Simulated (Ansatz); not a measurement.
This geometry of H₅NSi₂ (8 atoms, charge 0, multiplicity 1) is a first-order saddle point.

All numbers below come from RKS r2SCAN-D4/cc-pVDZ in Ansatz.

```xyz
8
Properties=species:S:1:pos:R:3
N -1.547 0.724 -1.306
Si -0.090 0.749 -0.713
Si 0.668 -0.748 0.944
H -2.478 0.703 -1.677
H 0.941 1.755 -1.162
H 0.823 -0.022 2.248
H 2.009 -1.307 0.573
H -0.326 -1.855 1.093
```

Which two structures does it join? (They come from a converged band through this point; their orientation in space is the band's.)

No bond is made or broken. The dihedral H4–N1–Si2–Si3 changes from 0 to 180° by way of a nearly straight angle H4–N1–Si2 (up to 179°), not by a turn about the bond.

Image 0:

```xyz
8
Properties=species:S:1:pos:R:3
N -1.497 0.929 -1.571
Si -0.101 0.828 -0.727
Si 0.603 -0.718 0.911
H -2.183 0.196 -1.354
H 0.896 1.897 -1.048
H 0.908 0.004 2.190
H 1.850 -1.410 0.450
H -0.476 -1.727 1.148
```

Image 6:

```xyz
8
Properties=species:S:1:pos:R:3
N -1.693 0.366 -1.222
Si -0.191 0.693 -0.666
Si 0.659 -0.749 0.967
H -2.043 1.015 -1.939
H 0.721 1.825 -1.085
H 0.983 0.030 2.206
H 1.924 -1.382 0.472
H -0.360 -1.798 1.268
```

How far does it lie above each of them?

8.8 kcal/mol above the first and 8.4 kcal/mol above the second. This is the barrier of this one path; another mechanism may lie lower.

Time of the run: 2.7 min on 1 thread of Arm Neoverse V2, with other jobs on the host, peak memory 0.14 GiB.
